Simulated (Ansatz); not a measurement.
C5H8S, SMILES C=C/C=C/SC, a single point in a Gaussian basis

Computed with Ansatz 0.2.0, Python API.

Run as a notebook:

**Cell 1**
```python
import warnings

import ansatz as az
from ase import Atoms
import numpy as np
```

**Cell 2**
```python
warnings.simplefilter('ignore', az.DeckWarning)

atoms = Atoms(['C', 'C', 'C', 'C', 'S', 'C', 'H', 'H', 'H', 'H', 'H', 'H', 'H', 'H'], positions=[
    (3.2269, 0.1058, -0.1462),
    (1.9619, 0.4015, 0.1744),
    (0.8299, -0.3433, -0.327),
    (-0.4376, -0.0479, -0.0064),
    (-1.7585, -0.9747, -0.6365),
    (-3.1536, -0.1192, 0.1306),
    (3.4786, -0.7178, -0.8072),
    (4.0487, 0.6919, 0.2532),
    (1.7688, 1.2386, 0.8419),
    (1.0407, -1.1779, -0.9937),
    (-0.6581, 0.7827, 0.6579),
    (-3.0811, -0.1684, 1.2206),
    (-4.086, -0.5992, -0.1782),
    (-3.1807, 0.928, -0.1834),
])
molecule = az.Crystal.molecule_from_ase(atoms)
```

**Cell 3**
```python
setup = (
    molecule.calculation()
    .basis(gaussian='6-31G')
    .functional('CAM-B3LYP')
    .accuracy('medium')
    .forces()
)
print(setup.to_yaml())
trace = []
out = setup.session().plan().execute(on_event=trace.append)
r = out.report
```
Output:
```text
crystal:
  periodic: [false, false, false]
  atoms:
    - { symbol: C, position_ang: [3.2269, 0.1058, -0.1462] }
    - { symbol: C, position_ang: [1.9619, 0.4015, 0.1744] }
    - { symbol: C, position_ang: [0.8299, -0.3433, -0.327] }
    - { symbol: C, position_ang: [-0.4376, -0.0479, -0.0064] }
    - { symbol: S, position_ang: [-1.7585, -0.9747, -0.6365] }
    - { symbol: C, position_ang: [-3.1536, -0.1192, 0.1306] }
    - { symbol: H, position_ang: [3.4786, -0.7178, -0.8072] }
    - { symbol: H, position_ang: [4.0487, 0.6919, 0.2532] }
    - { symbol: H, position_ang: [1.7688, 1.2386, 0.8419] }
    - { symbol: H, position_ang: [1.0407, -1.1779, -0.9937] }
    - { symbol: H, position_ang: [-0.6581, 0.7827, 0.6579] }
    - { symbol: H, position_ang: [-3.0811, -0.1684, 1.2206] }
    - { symbol: H, position_ang: [-4.086, -0.5992, -0.1782] }
    - { symbol: H, position_ang: [-3.1807, 0.928, -0.1834] }
accuracy: medium
basis:
  gaussian:
    orbitals: "6-31G"
hamiltonian:
  xc: cam_b3lyp
output:
  forces: true
```

**Cell 4**
```python
r['free_energy_ev']
```
Output:
```text
-16143.89069008214
```

**Cell 5**
```python
type(out).__name__, type(r).__name__
```
Output:
```text
('RunOutcome', 'dict')
```

**Cell 6**
```python
for event in trace:
    if event['event'] == 'mean_field_evaluation' and event['data']['evaluation'] <= 25:
        print('pass {evaluation:3d}  E = {energy_ev:.6f} eV  gradient {gradient_ev:.1e}'.format(**event['data']))

for key in ('converged', 'free_energy_ev', 'reference_energy_ev', 'n_frozen', 'n_occupied', 'n_virtual'):
    print(f'{key:22s} {r[key]}')
```
Output:
```text
pass   1  E = -16139.182220 eV  gradient 4.1e+01
pass   2  E = -16140.442243 eV  gradient 3.5e+01
pass   3  E = -16143.579265 eV  gradient 5.0e+00
pass   4  E = -16143.638081 eV  gradient 2.2e+00
pass   5  E = -16143.650660 eV  gradient 4.8e-01
pass   6  E = -16143.650550 eV  gradient 4.8e-01
pass   7  E = -16143.887777 eV  gradient 9.0e-01
pass   8  E = -16143.890483 eV  gradient 1.2e-01
pass   9  E = -16143.890542 eV  gradient 8.0e-02
pass  10  E = -16143.890558 eV  gradient 3.0e-02
pass  11  E = -16143.890562 eV  gradient 4.4e-03
pass  12  E = -16143.890572 eV  gradient 6.3e-03
pass  13  E = -16143.890572 eV  gradient 2.0e-03
pass  14  E = -16143.890572 eV  gradient 4.5e-04
pass  15  E = -16143.890572 eV  gradient 1.2e-04
pass  16  E = -16143.890572 eV  gradient 1.2e-04
pass  17  E = -16143.890572 eV  gradient 3.6e-05
pass  18  E = -16143.890572 eV  gradient 3.6e-05
converged              True
free_energy_ev         -16143.89069008214
reference_energy_ev    -16143.89069008214
n_frozen               0
n_occupied             [27, 27]
n_virtual              [47, 47]
```

**Cell 7**
```python
symbols = [site.symbol for site in molecule.cartesian_sites]
print('forces (eV/A)')
for symbol, f in zip(symbols, r['forces_ev_ang']):
    print(f'  {symbol:2s} {f[0]:9.4f} {f[1]:9.4f} {f[2]:9.4f}')

charges = r['charge_distribution']
print('dipole moment', round(4.803205 * float(np.linalg.norm(charges['dipole_moment_e_ang'])), 3), 'D')
print('Mulliken:', [(s, round(q, 3)) for s, q in zip(symbols, charges['mulliken_charges_e'])])
```
Output:
```text
forces (eV/A)
  C     0.1978    0.2288    0.1645
  C     0.4172   -0.0733   -0.0866
  C    -0.2609    0.1501    0.1360
  C     1.5901    0.6650    0.4065
  S    -0.8348   -1.4774   -1.0944
  C    -0.9892    0.7062    0.6180
  H    -0.0040    0.0155    0.0123
  H     0.0366   -0.1037   -0.0833
  H    -0.1123   -0.0146   -0.0037
  H     0.0149    0.0318    0.0237
  H    -0.1184   -0.0432   -0.0254
  H    -0.0675    0.0055   -0.0736
  H     0.1905   -0.0141   -0.0240
  H    -0.0599   -0.0768    0.0299
dipole moment 1.973 D
Mulliken: [('C', -0.323), ('C', -0.065), ('C', -0.068), ('C', -0.443), ('S', 0.323), ('C', -0.651), ('H', 0.129), ('H', 0.125), ('H', 0.124), ('H', 0.141), ('H', 0.162), ('H', 0.18), ('H', 0.186), ('H', 0.18)]
```

What to keep in mind:
- These settings explore the input space; basis and method may be short of convergence.
- The geometry is a force-field or estimated start, not a minimum of this method, and the basis set is short of its limit.
- Early passes use coarser integrals and grids, so their energies can't be compared with the last.
- Finished in 4.9 s on 1 thread of Intel(R) Xeon(R) Platinum 8488C (Sapphire Rapids), on a shared host, peak memory 0.27 GiB.

(Lines on the test bed's own set-up are left out of the output.)
